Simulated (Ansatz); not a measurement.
# One shape, several levels: CH6Si (methylsilane)

Aim: a comparison of 6 runs (HF/STO-3G, B2PLYP/STO-3G, PBE0/STO-3G, UB3LYP/STO-3G, revPBE/STO-3G, RPA@PBE/STO-3G) of CH6Si (methylsilane). 

Program for the calculation: Ansatz 0.2.0.

47 further runs of the same task are left out: 1 that didn't finish, 46 set aside as unsound or not needed.

## Step 1: The molecule

CH6Si: 8 atoms, total charge 0, spin state singlet. As SMILES, `C[SiH3]`. The H5–C1 distance was set to 2.184 Å, away from the relaxed value. At this shape a bond of the SMILES string is far longer than usual.

Bond lengths: C1–Si2 1.871 Å, C1–H3 1.092 Å, C1–H4 1.092 Å, Si2–H6 1.488 Å, Si2–H7 1.488 Å, Si2–H8 1.488 Å. Angles: C1–Si2–H6 110.7°, C1–Si2–H7 110.7°, C1–Si2–H8 110.7°, Si2–C1–H3 110.8°, Si2–C1–H4 110.8°, H6–Si2–H7 108.2°, H6–Si2–H8 108.2°, H7–Si2–H8 108.2°, H3–C1–H4 108.1°.

## Step 2: The energy at HF/STO-3G (run 1)

The input, in.yaml:

```yaml
crystal:
  periodic: [false, false, false]
  atoms:
    - {symbol: C, position_ang: [-0.449606, -0.801264, -0.746736]}
    - {symbol: Si, position_ang: [-0.105686, -1.255554, 1.035064]}
    - {symbol: H, position_ang: [-1.508576, -0.928494, -0.982016]}
    - {symbol: H, position_ang: [0.127364, -1.432424, -1.426236]}
    - {symbol: H, position_ang: [0.086600, 1.280720, -1.133860]}
    - {symbol: H, position_ang: [-0.893066, -0.394784, 1.958954]}
    - {symbol: H, position_ang: [1.337454, -1.081014, 1.353434]}
    - {symbol: H, position_ang: [-0.471216, -2.674214, 1.296344]}
basis:
  gaussian: {orbitals: STO-3G}
hamiltonian: {xc: hf}
accuracy: high
```

Launch:

```sh
$ ansatz run in.yaml --threads 1 --pin off --max-ram 3480MiB --events-out events.jsonl --progress --plain --runs-dir runs
```

Output:

```text
Warning: RAYON_NUM_THREADS=1 ignored (pool sized by the plan → 1); use --threads N
Functional definition: HF
  name "HF"
  exchange = exact_x
  correlation = 0
359 factors; integrals over basis functions are off by at most 1.1e-8 eV
mean field evaluation 1: about -8875.7659 eV, gradient 1.5e1 eV
mean field evaluation 2: about -8875.7819 eV, gradient 1.5e1 eV
mean field evaluation 4: about -8877.0512 eV, gradient 1.5e0 eV
mean field evaluation 8: about -8877.0627 eV, gradient 1.9e-2 eV
mean field -8877.06274066 eV, -326.2260386301 hartree, gradient 7.4e-8 eV, S^2 0.000000; 0 other end points of the search recorded, 0 dependent functions left out
reference -8877.06274066 eV, -326.2260386301 hartree; 13, 13 occupied and 7, 7 virtual orbitals, 359 factors
Total energy: -8877.06274066 eV, -326.2260386301 hartree
```

It took 0.1 s on 1 thread of Arm Neoverse V2, shared host.

## Step 3: The energy at B2PLYP/STO-3G (run 2)

in.yaml, as its differences from that of step 2:

```diff
@@ -12,4 +12,8 @@
 basis:
-  gaussian: {orbitals: STO-3G}
-hamiltonian: {xc: hf}
+  gaussian:
+    orbitals: STO-3G
+hamiltonian:
+  xc: {name: B2PLYP}
+correlation:
+  frozen_orbitals: {C: 1, H: 0, Si: 5}
 accuracy: high
```

Launch:

```sh
$ ansatz run in.yaml --threads 1 --pin off --max-ram 3480MiB --events-out events.jsonl --progress --plain --runs-dir runs
```

Output, shortened:

```text
Warning: RAYON_NUM_THREADS=1 ignored (pool sized by the plan → 1); use --threads N
Functional definition: B2PLYP
  name "B2PLYP"
[...]
359 factors; integrals over basis functions are off by at most 1.1e-8 eV
[...]
mean field -8894.63999216 eV, -326.8719907083 hartree, gradient 1.9e-8 eV, S^2 0.000000; 0 other end points of the search recorded, 0 dependent functions left out; unrestricted orbitals would lower it
6 core orbitals not correlated: weight in the atoms' cores, before any rotation towards them, 1.000 or more for the frozen orbitals, at most 0.000 for the correlated occupied ones
reference -8894.64001197 eV, -326.8719914365 hartree; 7, 7 occupied and 7, 7 virtual orbitals, 359 factors
second order -5.85479232 eV of doubles, -0.00000000 eV of singles
Total energy: -8896.22080590 eV, -326.9300845418 hartree
```

Wall time 1.6 s (1 thread of Arm Neoverse V2, shared host); peak memory 0.11 GiB.

Runs 3 to 4 aren't shown in full; the table further down has their settings and results.

## Step 4: A single-point energy at revPBE/STO-3G (run 5)

The input, input.yaml:

```yaml
crystal:
  periodic: [false, false, false]
  atoms:
    - {symbol: C, position_ang: [-0.449606, -0.801264, -0.746736]}
    - {symbol: Si, position_ang: [-0.105686, -1.255554, 1.035064]}
    - {symbol: H, position_ang: [-1.508576, -0.928494, -0.982016]}
    - {symbol: H, position_ang: [0.127364, -1.432424, -1.426236]}
    - {symbol: H, position_ang: [0.086600, 1.280720, -1.133860]}
    - {symbol: H, position_ang: [-0.893066, -0.394784, 1.958954]}
    - {symbol: H, position_ang: [1.337454, -1.081014, 1.353434]}
    - {symbol: H, position_ang: [-0.471216, -2.674214, 1.296344]}
basis:
  gaussian: {orbitals: STO-3G}
magnetization: {spin_polarized: false, initial_magnetization: 0}
accuracy: high
hamiltonian: {xc: {name: revPBE}}
```

Launch:

```sh
$ ansatz run input.yaml --threads 1 --pin off --max-ram 3480MiB --events-out events.jsonl --progress --plain --runs-dir runs
```

Output:

```text
Warning: RAYON_NUM_THREADS=1 ignored (pool sized by the plan → 1); use --threads N
Functional definition: revPBE
  name "revPBE"
  parameter kappa = 1.245
  parameter beta = 0.06672455060314922
  exchange = pbe_x(kappa = kappa, mu = beta*pi^2/3)
  correlation = pbe_c(beta = beta)
359 factors; integrals over basis functions are off by at most 1.1e-8 eV
mean field evaluation 1: about -8900.2067 eV, gradient 1.7e1 eV
mean field evaluation 2: about -8897.4045 eV, gradient 2.7e1 eV
mean field evaluation 4: about -8901.2735 eV, gradient 4.8e-1 eV
mean field evaluation 8: about -8901.1534 eV, gradient 7.1e-2 eV
mean field evaluation 16: about -8901.1534 eV, gradient 1.7e-7 eV
mean field -8901.15341243 eV, -327.1113544883 hartree, gradient 1.8e-8 eV, S^2 0.000000; 0 other end points of the search recorded, 0 dependent functions left out
reference -8901.15341515 eV, -327.1113545882 hartree; 13, 13 occupied and 7, 7 virtual orbitals, 359 factors
Total energy: -8901.15341515 eV, -327.1113545882 hartree
```

Wall time 1.2 s (1 thread of Arm Neoverse V2, shared host); peak memory 0.1 GiB.

## Step 5: A single-point energy at RPA@PBE/STO-3G (run 6)

The input, run.yaml:

```yaml
crystal:
  periodic: [false, false, false]
  atoms:
    - {symbol: C, position_ang: [-0.449606, -0.801264, -0.746736]}
    - {symbol: Si, position_ang: [-0.105686, -1.255554, 1.035064]}
    - {symbol: H, position_ang: [-1.508576, -0.928494, -0.982016]}
    - {symbol: H, position_ang: [0.127364, -1.432424, -1.426236]}
    - {symbol: H, position_ang: [0.086600, 1.280720, -1.133860]}
    - {symbol: H, position_ang: [-0.893066, -0.394784, 1.958954]}
    - {symbol: H, position_ang: [1.337454, -1.081014, 1.353434]}
    - {symbol: H, position_ang: [-0.471216, -2.674214, 1.296344]}
basis:
  gaussian:
    orbitals: STO-3G
hamiltonian:
  xc: pbe
correlation:
  method: rpa
  frozen_orbitals: {C: 1, H: 0, Si: 5}
accuracy: high
```

Launch:

```sh
$ ansatz run run.yaml --threads 1 --pin off --max-ram 3480MiB --events-out events.jsonl --progress --plain --runs-dir runs
```

Output, shortened:

```text
Warning: RAYON_NUM_THREADS=1 ignored (pool sized by the plan → 1); use --threads N
Functional definition: PBE
  name "PBE"
[...]
359 factors; integrals over basis functions are off by at most 1.1e-8 eV
[...]
mean field -8896.69230779 eV, -326.9474119168 hartree, gradient 7.0e-8 eV, S^2 0.000000; 0 other end points of the search recorded, 0 dependent functions left out; unrestricted orbitals would lower it
unrestricted determinant -8879.80827060 eV, -326.3269349944 hartree, S^2 0.8954
6 core orbitals not correlated: weight in the atoms' cores, before any rotation towards them, 0.999 or more for the frozen orbitals, at most 0.000 for the correlated occupied ones
reference -8876.79587911 eV, -326.2162316488 hartree; 7, 7 occupied and 7, 7 virtual orbitals, 359 factors
Total energy: -8884.90799281 eV, -326.5143463288 hartree
```

Wall time 1.6 s (1 thread of Arm Neoverse V2, shared host); peak memory 0.11 GiB.

## Step 6: All runs side by side

| run | level | frozen core orbitals | energy (Eh) | wall time |
| --- | --- | --- | --- | --- |
| 1 | HF/STO-3G | – | -326.226039 | 0.1 s |
| 2 | B2PLYP/STO-3G | 6 | -326.930085 | 1.6 s |
| 3 | PBE0/STO-3G | – | -326.986783 | 1.2 s |
| 4 | UB3LYP/STO-3G | – | -327.191182 | 4.8 s |
| 5 | revPBE/STO-3G | – | -327.111355 | 1.2 s |
| 6 | RPA@PBE/STO-3G | 6 | -326.514346 | 1.6 s |

## Step 7: Outcome

| quantity | value |
| --- | --- |
| run 6: total energy | -326.51435 Eh |
| run 6: RPA correlation energy (valence) | -298.1 mEh |

In words: Totals of different functionals can't be ranked against each other. In runs 2, 6 the log says that unrestricted orbitals would lower the reference, so the values rest on an unstable closed-shell determinant (other closed-shell runs at this shape may share the fault). In runs 1, 2, 3, 4, 5, 6 the basis is minimal, so the values are rough. In runs 1, 2, 3, 5, 6 a closed-shell determinant meets a far-stretched bond, which it describes badly. Spin contamination of the reference: run 4 ⟨S²⟩ = 0.57. All runs together took 10 s, the longest 4.8 s.
